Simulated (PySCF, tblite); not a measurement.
**ethyl vinyl ketone (C₅H₈O): a rotation path, then NMR shifts on frames**

Aim: move ethyl vinyl ketone (C₅H₈O) (`C=CC(=O)CC`) away from its starting geometry and see how NMR shifts follow the geometry.

Programs: tblite 0.8.0 and PySCF 2.14.0, with density-fitted response routines of our own. Each step states its level of theory. These are calculated values for one molecule in the gas phase, unless marked as measured. Atoms count from 0, in the outputs and in this text.

## (1) The molecule as given

14 atoms, charge 0, multiplicity 1; geometry from: GFN2-xTB.

Bonds of the start (Å): C0–C1 1.33, C1–C2 1.48, C2–O3 1.21, C2–C4 1.51, C4–C5 1.52, C0–H6 1.08, C0–H7 1.08, C1–H8 1.08, C4–H9 1.09, C4–H10 1.09, C5–H11 1.09, C5–H12 1.09, C5–H13 1.09.

## (2) A band between two rotamers with GFN2-xTB

The job: settings as JSON, then the geometry in Å.

```
{"job": {"kind": "neb", "xc": "GFN2-xTB", "basis": "xTB", "atoms": [1, 2, 4, 5], "turn": 120}, "charge": 0, "multiplicity": 1}
C      2.627449     0.715415     0.068169
C      1.549622     0.229283     0.669607
C      0.249199     0.131550    -0.036403
O      0.116051     0.416839    -1.203390
C     -0.891604    -0.349589     0.836244
C     -2.201840    -0.460130     0.070450
H      2.565957     1.045837    -0.956554
H      3.582237     0.800795     0.559126
H      1.573054    -0.107968     1.696151
H     -0.990803     0.352379     1.669348
H     -0.610258    -1.317582     1.259947
H     -2.100792    -1.176965    -0.740543
H     -2.463824     0.501862    -0.362768
H     -3.005125    -0.782201     0.728476
```

Method: GFN2-xTB climbing-image nudged elastic band, gas phase.

Command:

```sh
$ OMP_NUM_THREADS=1 python probes_run.py task.json out
```

One launch serves the whole session: the jobs run in the order shown.

What it wrote:

```text
image   E - E0 / eV
  0       0.0000
  1       0.0084
  2       0.0268
  3       0.0467
  4       0.0580
  5       0.0557
  6       0.0417
  7       0.0241
  8       0.0140
```

Run time: 7.6 s. Hardware: 1 thread, shared host.

The final band, with the dihedral C1–C2–C4–C5:

| image | dihedral (°) | energy (eV) | energy (kcal/mol) |
| --- | --- | --- | --- |
| 0 | -179 | 0.000 | 0.0 |
| 1 | -167 | 0.008 | 0.2 |
| 2 | -154 | 0.027 | 0.6 |
| 3 | -141 | 0.047 | 1.1 |
| 4 | -127 | 0.058 | 1.3 |
| 5 | -113 | 0.056 | 1.3 |
| 6 | -100 | 0.042 | 1.0 |
| 7 | -86 | 0.024 | 0.6 |
| 8 | -73 | 0.014 | 0.3 |

## (3) Shielding tensors: image 0, PBE0/pcSseg-1

The job: settings as JSON, then the geometry in Å.

```
{"job": {"kind": "nmr", "xc": "PBE0", "basis": "pcSseg-1", "pop": false}, "charge": 0, "multiplicity": 1}
C      2.627400     0.715400     0.068200
C      1.549600     0.229300     0.669600
C      0.249200     0.131600    -0.036400
O      0.116100     0.416800    -1.203400
C     -0.891600    -0.349600     0.836200
C     -2.201800    -0.460100     0.070400
H      2.566000     1.045800    -0.956600
H      3.582200     0.800800     0.559100
H      1.573100    -0.108000     1.696200
H     -0.990800     0.352400     1.669300
H     -0.610300    -1.317600     1.259900
H     -2.100800    -1.177000    -0.740500
H     -2.463800     0.501900    -0.362800
H     -3.005100    -0.782200     0.728500
```

With the program's defaults for keys left out, this is: GIAO PBE0/pcSseg-1 NMR shielding, non-relativistic, gas phase.

What it wrote:

```text
coarse grid: 11480 points
cycle   1  E = -270.0183452722  dE =  7.304e-01  |g| = 7.927e-01  |ddm| = 3.261e+00
cycle   2  E = -269.6346883036  dE =  3.837e-01  |g| = 1.607e+00  |ddm| = 2.648e+00
cycle   3  E = -270.1416938024  dE = -5.070e-01  |g| = 1.728e-01  |ddm| = 2.094e+00
cycle   4  E = -270.1484910039  dE = -6.797e-03  |g| = 5.269e-02  |ddm| = 1.764e-01
cycle   5  E = -270.1491069492  dE = -6.159e-04  |g| = 1.259e-02  |ddm| = 4.746e-02
cycle   6  E = -270.1491381235  dE = -3.117e-05  |g| = 5.483e-03  |ddm| = 1.212e-02
cycle   7  E = -270.1491451318  dE = -7.008e-06  |g| = 1.643e-03  |ddm| = 4.890e-03
final grid: 110224 points
cycle   8  E = -270.1966362038  dE = -1.525e-05  |g| = 1.289e-02  |ddm| = 2.630e-02
cycle   9  E = -270.1965583730  dE =  7.783e-05  |g| = 2.397e-02  |ddm| = 2.984e-02
cycle  10  E = -270.1966693740  dE = -1.110e-04  |g| = 2.698e-03  |ddm| = 2.127e-02
cycle  11  E = -270.1966708990  dE = -1.525e-06  |g| = 3.138e-04  |ddm| = 2.159e-03
cycle  12  E = -270.1966709160  dE = -1.705e-08  |g| = 1.881e-04  |ddm| = 4.169e-04
cycle  13  E = -270.1966709249  dE = -8.830e-09  |g| = 2.992e-05  |ddm| = 1.715e-04
cycle  14  E = -270.1966709251  dE = -2.151e-10  |g| = 7.979e-06  |ddm| = 3.041e-05
converged SCF energy = -270.1966709251

GIAO shielding tensors (ppm)
atom      isotropic    diamagn.    paramagn.     s11        s22        s33       span
  0 C       50.058     253.057    -202.999    -67.121     38.964    178.331    245.452
  1 C       46.294     259.391    -213.097    -67.912     64.088    142.704    210.616
  2 C      -15.616     250.170    -265.787   -105.952    -42.422    101.526    207.477
  3 O     -280.862     403.621    -684.483   -867.466   -388.634    413.515   1280.981
  4 C      145.122     254.486    -109.365    125.986    135.527    173.852     47.866
  5 C      177.203     245.072     -67.869    173.461    175.161    182.989      9.528
  6 H       24.743      31.200      -6.457     22.120     23.755     28.353      6.233
  7 H       25.729      28.008      -2.279     23.419     25.441     28.327      4.908
  8 H       25.109      32.511      -7.402     21.164     24.242     29.923      8.759
  9 H       29.245      31.856      -2.612     25.213     29.302     33.219      8.005
 10 H       29.236      32.080      -2.844     25.097     29.293     33.318      8.220
 11 H       30.467      29.690       0.777     26.636     28.100     36.665     10.029
 12 H       30.362      29.646       0.716     26.410     28.196     36.481     10.072
 13 H       30.850      27.824       3.026     26.269     28.706     37.574     11.304
```

Run time: 49 s. Hardware: 1 thread, shared host.

Shifts follow as δ = σ(reference) − σ, with reference shieldings (ppm) from runs at the same level and on the same kind of geometry: ¹H TMS 31.72, ¹³C TMS 186.9, ¹⁷O H2O 336.1. The references are single molecules in the gas phase, so shifts against H2O, NH3, PH3, H3PO4 or CFCl3 are not on the usual liquid scales and can be off by tens of ppm. Each atom is listed at this fixed geometry, with no averaging over motion; a spectrum would average atoms that exchange fast.

| atoms | environment | σ (ppm) | δ (ppm) |
| --- | --- | --- | --- |
| C2 | ketone carbonyl carbon | -15.6 | 202.5 |
| C1 | α carbon of a C=C–C=O unit | 46.3 | 140.6 |
| C0 | β carbon of a C=C–C=O unit | 50.1 | 136.9 |
| C4 | sp3 CH2 α to a carbonyl | 145.1 | 41.8 |
| C5 | methyl carbon | 177.2 | 9.7 |
| H6 | hydrogen on a β carbon of a C=C–C=O unit | 24.74 | 6.97 |
| H8 | hydrogen on an α carbon of a C=C–C=O unit | 25.11 | 6.61 |
| H7 | hydrogen on a β carbon of a C=C–C=O unit | 25.73 | 5.99 |
| H10 | hydrogen on an sp3 CH2 α to a carbonyl | 29.24 | 2.48 |
| H9 | hydrogen on an sp3 CH2 α to a carbonyl | 29.24 | 2.47 |
| H12 | hydrogen on a methyl carbon | 30.36 | 1.35 |
| H11 | hydrogen on a methyl carbon | 30.47 | 1.25 |
| H13 | hydrogen on a methyl carbon | 30.85 | 0.87 |
| O3 | ketone oxygen | -280.9 | 616.9 |

The fields below are evaluated on a grid from the run's orbitals.

Frontier orbitals at PBE0/pcSseg-1, with the share of their density that lies nearest to each atom:

| orbital | energy (eV) | lies on |
| --- | --- | --- |
| HOMO | -7.33 | O3 63 %; C1, C4 about 10 % each; C2 7 % |
| LUMO | -1.58 | C0, C2 about 24 % each; O3 18 %; C1 14 % |

ELF in a plane through or near 10 of the atoms.

Ten even steps from ' ' (0.00) to '@' (1.00):
```
                                                        
                                                        
                                                        
                    ::..                                
                  %%@@@@::                              
                ..@@@@@@**  ......                      
        ..--..    @@@@@@##  --++++::    ++**::          
      ::%%@@%%::  ##@@@@==  ==**++==..**@@@@@@..        
      **@@@@@@##==++--==++::++::::**++@@@@@@@@++        
      ##@@@@@@%%==%%====%%++@@----@@++%%@@@@@@++        
      ==@@@@@@--##%%++%%**++####**%%..--%%%%**..        
        ::==++**++==..--==--==....==--====::..          
          ..##@@@@++  ::######::  ::**++::              
          ::@@@@@@++  **%%##%%##    --::..              
          ::%%@@@@..  %%@@%%@@##..                      
            ::####    ++##%%##++..                      
                      ::------..                        
                                                        
                                                        
                                                        
```
The map spans 12.5 Å across and 8.3 Å up, centred on the molecule. Atoms in the plane (x, y in Å): C0 (-2.7, -0.2), C1 (-1.6, 0.4), C2 (-0.3, -0.3), O3 (-0.2, -1.6), C4 (1.0, 0.5), C5 (2.2, -0.3), H6 (-2.7, -1.3), H7 (-3.7, 0.3), H8 (-1.5, 1.5), H13 (3.1, 0.4).

On the surface of density 0.002 e/bohr³ the electrostatic potential runs, from the 1st to the 99th percentile, from -1.72 V near O3 to 1.05 V near H8.

## (4) NMR shieldings: image 2, PBE0/pcSseg-1

The job: settings as JSON, then the geometry in Å.

```
{"job": {"kind": "nmr", "xc": "PBE0", "basis": "pcSseg-1", "pop": false}, "charge": 0, "multiplicity": 1}
C      2.640800     0.620800     0.034500
C      1.546800     0.153000     0.620200
C      0.200500     0.336300     0.027900
O      0.021100     0.875900    -1.039100
C     -0.931800    -0.199100     0.882200
C     -2.150000    -0.574600     0.049400
H      2.569300     1.159100    -0.897000
H      3.622200     0.493400     0.459400
H      1.595200    -0.392600     1.552300
H     -1.194700     0.593100     1.590300
H     -0.581300    -1.054500     1.462400
H     -1.888500    -1.368600    -0.645600
H     -2.492200     0.281300    -0.526400
H     -2.958000    -0.924000     0.687300
```

Level: GIAO PBE0/pcSseg-1 NMR shielding, non-relativistic, gas phase.

What it wrote:

```text
coarse grid: 11480 points
cycle   1  E = -270.0178472951  dE =  7.304e-01  |g| = 7.915e-01  |ddm| = 3.255e+00
cycle   2  E = -269.6343152842  dE =  3.835e-01  |g| = 1.605e+00  |ddm| = 2.588e+00
cycle   3  E = -270.1404973352  dE = -5.062e-01  |g| = 1.743e-01  |ddm| = 2.045e+00
cycle   4  E = -270.1474258397  dE = -6.929e-03  |g| = 5.295e-02  |ddm| = 1.788e-01
cycle   5  E = -270.1480490656  dE = -6.232e-04  |g| = 1.227e-02  |ddm| = 4.737e-02
cycle   6  E = -270.1480784758  dE = -2.941e-05  |g| = 5.366e-03  |ddm| = 1.189e-02
cycle   7  E = -270.1480850978  dE = -6.622e-06  |g| = 1.693e-03  |ddm| = 4.828e-03
final grid: 110224 points
cycle   8  E = -270.1952488127  dE = -1.124e-05  |g| = 1.328e-02  |ddm| = 2.774e-02
cycle   9  E = -270.1951620147  dE =  8.680e-05  |g| = 2.511e-02  |ddm| = 3.058e-02
cycle  10  E = -270.1952838682  dE = -1.219e-04  |g| = 2.601e-03  |ddm| = 2.197e-02
cycle  11  E = -270.1952852927  dE = -1.424e-06  |g| = 3.253e-04  |ddm| = 2.051e-03
cycle  12  E = -270.1952853128  dE = -2.016e-08  |g| = 1.776e-04  |ddm| = 4.093e-04
cycle  13  E = -270.1952853207  dE = -7.866e-09  |g| = 2.965e-05  |ddm| = 1.652e-04
cycle  14  E = -270.1952853209  dE = -2.227e-10  |g| = 7.911e-06  |ddm| = 3.147e-05
converged SCF energy = -270.1952853209

GIAO shielding tensors (ppm)
atom      isotropic    diamagn.    paramagn.     s11        s22        s33       span
  0 C       49.149     252.884    -203.735    -68.104     37.463    178.088    246.192
  1 C       45.029     259.867    -214.837    -67.967     65.311    137.743    205.710
  2 C      -16.381     249.611    -265.992   -106.108    -44.437    101.402    207.510
  3 O     -280.473     403.606    -684.079   -864.363   -394.820    417.764   1282.126
  4 C      145.567     253.754    -108.187    129.378    134.162    173.162     43.784
  5 C      176.582     245.625     -69.043    169.888    175.195    184.664     14.776
  6 H       24.788      31.085      -6.297     22.080     23.906     28.378      6.298
  7 H       25.719      28.109      -2.390     23.349     25.466     28.343      4.994
  8 H       25.108      32.704      -7.596     21.116     24.190     30.019      8.904
  9 H       29.348      30.909      -1.561     25.922     28.687     33.437      7.516
 10 H       29.175      32.691      -3.516     24.945     28.880     33.700      8.756
 11 H       30.879      29.989       0.890     26.988     28.701     36.948      9.960
 12 H       29.880      29.630       0.250     25.416     28.237     35.986     10.570
 13 H       30.836      27.987       2.848     26.393     28.502     37.612     11.219
```

It took 32 s on 1 thread, shared host.

Key values: δ C2 203.3, C1 141.9, C0 137.8, C4 41.4, H6 6.93, H8 6.61 ppm.

(Part 1 of 2 ends here.)
